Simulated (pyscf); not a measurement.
HO–AlH₂ + methyl (CH₃•) → [HO–AlH]• + methane (CH₄) (hydrogen abstraction; doublet surface; Al–H broken, C–H formed). Structures and frequencies: ωB97X-D3(BJ)/def2-SVP in PySCF. Correlated levels are frozen-core, on RHF or UHF. ΔMP2 is the change of the MP2 total energy from the triple- to the quadruple-zeta basis. Energies in kcal/mol from the separated reactants.

```json
[
 {"level": "PBE/def2-TZVP", "barrier": "0.7", "reaction energy": "-28.4"},
 {"level": "PBE0-D3(BJ)/def2-TZVP", "barrier": "3.6", "reaction energy": "-26.4"},
 {"level": "ωB97M-D3(BJ)/def2-TZVP", "barrier": "7.1", "reaction energy": "-23.0"},
 {"level": "HF/def2-TZVP", "barrier": "18.3", "reaction energy": "-16.4"},
 {"level": "MP2/def2-QZVPP", "barrier": "…", "reaction energy": "-26.0"},
 {"level": "CCSD/def2-TZVPP", "barrier": "9.7", "reaction energy": "-22.4"},
 {"level": "CCSD(T)/def2-TZVPP + ΔMP2(QZVPP)", "barrier": "…", "reaction energy": "…"}
]
```

Question: What belongs in the gaps?

Answer: 
- MP2/def2-QZVPP, barrier: 9.1
- CCSD(T)/def2-TZVPP + ΔMP2(QZVPP), barrier: 8.1
- CCSD(T)/def2-TZVPP + ΔMP2(QZVPP), reaction energy: -23.6

Of the functionals in the table, ωB97M-D3(BJ) is closest to CCSD(T)/def2-TZVPP + ΔMP2(QZVPP) in the barrier (1.0 kcal/mol apart) and PBE least close (7.3 kcal/mol); that level has limits of its own. One saddle was located; it need not be the lowest between these sides. The angle at the transferred H is 179°. The CCSD(T) − MP2 part came from Ansatz, without density fitting, on the same reference.
